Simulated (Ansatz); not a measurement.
**BSiH₃ (triplet): the correlation ladder at distance B1–H4 along a hydrogen transfer = 1.532 Å, cc-pVDZ**

Aim: climb from Hartree-Fock through coupled cluster and multireference methods for BSiH₃ (triplet) at one geometry and basis, and see what each rung misses.

Program: Ansatz 0.2.0, Gaussian basis. Level of theory: cc-pVDZ, core rule «outside noble gas», up to 6 orbitals frozen. These are calculated values, not measurements.

To be run: UHF; CCSD(T) on ROHF; CCSD(T) on UHF; BCCD(T) on ROHF; CISD; CCSDT(Q) on ROHF; CCSDT(Q) on UHF; CASSCF and MRCISD+Q, 4 electrons in 4 orbitals; CASSCF and NEVPT2, 4 electrons in 4 orbitals; CASSCF and NEVPT2, 10 electrons in 11 orbitals.

11 further runs of the same task are left out: 3 for a known fault of the program, 7 that didn't finish, 1 set aside as unsound or not needed.

## 1. The system

The geometry derives from fragments relaxed apart (PBE0/def2-TZVP) and kept rigid, so it is no stationary point. A hydrogen atom is moved between rigid fragments.

5 atoms, charge 0, spin multiplicity 3.

Atoms are counted from 1 here; the program's logs count them from 0.

Bond lengths: B1–H2 1.193 Å, B1–H3 1.193 Å. Angles: H2–B1–H3 120.0°.

## 2. UHF

in.yaml

```yaml
crystal:
  periodic: [false, false, false]
  atoms:
    - {symbol: B, position_ang: [-2.301459, 0.000000, 0.000000]}
    - {symbol: H, position_ang: [-2.898192, 1.033571, 0.000000]}
    - {symbol: H, position_ang: [-2.898192, -1.033571, 0.000000]}
    - {symbol: H, position_ang: [-0.769459, 0.000000, 0.000000]}
    - {symbol: Si, position_ang: [1.121541, 0.000000, 0.000000]}
basis:
  gaussian: {orbitals: cc-pVDZ}
magnetization: {spin_polarized: true, initial_magnetization: 2}
hamiltonian: {xc: hf}
output: {orbitals: {seedname: orbitals}}
```

Command:

```bash
$ ansatz run in.yaml --threads 1 --pin off --events-out ev --progress --plain --max-ram 2393MiB
```

Further steps of the session: CCSD(T) on ROHF; CCSD(T) on UHF; BCCD(T) on ROHF; CISD; CCSDT(Q) on ROHF; CCSDT(Q) on UHF; CASSCF and MRCISD+Q, 4 electrons in 4 orbitals; CASSCF and NEVPT2, 4 electrons in 4 orbitals; CASSCF and NEVPT2, 10 electrons in 11 orbitals.

Before running them: what should the planned runs give, taken together? Wanted: UCCSDT(Q) below the RHF energy; RMP2 from UCCSDT(Q); UMP2 from UCCSDT(Q); RCCSD from UCCSDT(Q); RCCSD(T) from UCCSDT(Q); UCCSD(T) from UCCSDT(Q); RCCSDT(Q) from UCCSDT(Q); NEVPT2 pair from UCCSDT(Q); MRCISD+Q pair from UCCSDT(Q).

The runs gave:

| quantity | value |
| --- | --- |
| UCCSDT(Q) below the RHF energy | -5.4246 eV |
| RMP2 from UCCSDT(Q) | +1323.3 meV |
| UMP2 from UCCSDT(Q) | +1324.9 meV |
| RCCSD from UCCSDT(Q) | +161.3 meV |
| RCCSD(T) from UCCSDT(Q) | +39.7 meV |
| UCCSD(T) from UCCSDT(Q) | +39.2 meV |
| RCCSDT(Q) from UCCSDT(Q) | +0.5 meV |
| NEVPT2 pair from UCCSDT(Q) | +1311.9 meV |
| MRCISD+Q pair from UCCSDT(Q) | -4.6 meV |
| NEVPT2 valence from UCCSDT(Q) | +991.0 meV |
| levels within 1 kcal/mol (43 meV) | RCCSD(T), UCCSD(T), BCCD(T), RCCSDT, UCCSDT, RCCSDT(Q), MRCISD+Q pair |
| T1 diagnostic | 0.023 |
| effectively unpaired electrons | 2.04 |

RCCSD(T) lands +39.7 meV from the yardstick (0.7 % of the correlation energy). One determinant dominates. Of the multireference levels listed MRCISD+Q pair comes nearest in total energy (-4.6 meV), which doesn't show that its space is the better one. These misses are within one basis, not against nature; the frozen cores of restricted and unrestricted runs differ, which can shift their rows.
